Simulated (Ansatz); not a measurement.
Ansatz (a first-principles code) input file for H6Si2, SMILES [SiH3][SiH3] (connectivity only; charge and spin as stated), charge -1, multiplicity 2, CAM-B3LYP/def2-TZVPD. Coordinates come from a TPSSh-D3(BJ)/def2-SVPD optimisation. The spin state was assumed, not searched.

Ansatz 0.2 input:
```yaml
crystal:
  periodic: [false, false, false]
  atoms:
    - {symbol: Si, position_ang: [-1.26663554, 0.02319298, 0.00000000]}
    - {symbol: Si, position_ang: [1.26663554, -0.02319298, -0.00000000]}
    - {symbol: H, position_ang: [-1.59862372, -0.86339040, 1.18235153]}
    - {symbol: H, position_ang: [-1.59862371, -0.86339043, -1.18235150]}
    - {symbol: H, position_ang: [-2.54726734, 0.92224084, -0.00000002]}
    - {symbol: H, position_ang: [1.59862371, 0.86339043, 1.18235150]}
    - {symbol: H, position_ang: [1.59862372, 0.86339040, -1.18235153]}
    - {symbol: H, position_ang: [2.54726734, -0.92224084, 0.00000002]}
basis:
  gaussian:
    orbitals: def2-TZVPD
hamiltonian:
  xc: {name: CAM-B3LYP}
total_charge: -1
magnetization: {spin_polarized: true, initial_magnetization: 1}
```

Program output:

```
WARN ansatz: RAYON_NUM_THREADS=1 ignored (pool sized by the plan → 1); use --threads N
Functional definition: CAM-B3LYP
integrals: 0.06 GiB planned
874 factors; their error is unknown
integrals: 0.09 GiB planned
414 factors; integrals over basis functions are off by at most 7.4e-6 eV
mean field: 0.83 GiB planned
mean field evaluation 1: about -15852.1247 eV, gradient 7.5e0 eV
mean field evaluation 2: about -15852.4867 eV, gradient 3.9e0 eV
mean field evaluation 4: about -15852.5937 eV, gradient 2.4e-1 eV
mean field evaluation 8: about -15852.5973 eV, gradient 3.0e-2 eV
mean field evaluation 16: about -15852.5973 eV, gradient 3.6e-5 eV
mean field -15852.59733679 eV, -582.5722068506 hartree, gradient 3.4e-5 eV, S^2 0.761453; 0 other end points of the search recorded, 0 dependent functions left out
reference -15852.59749147 eV, -582.5722125349 hartree; 18, 17 occupied and 122, 123 virtual orbitals, 874 factors
Total energy: -15852.59749147 eV, -582.5722125349 hartree
```

The run converged.

Cost: very roughly 6 core-seconds.
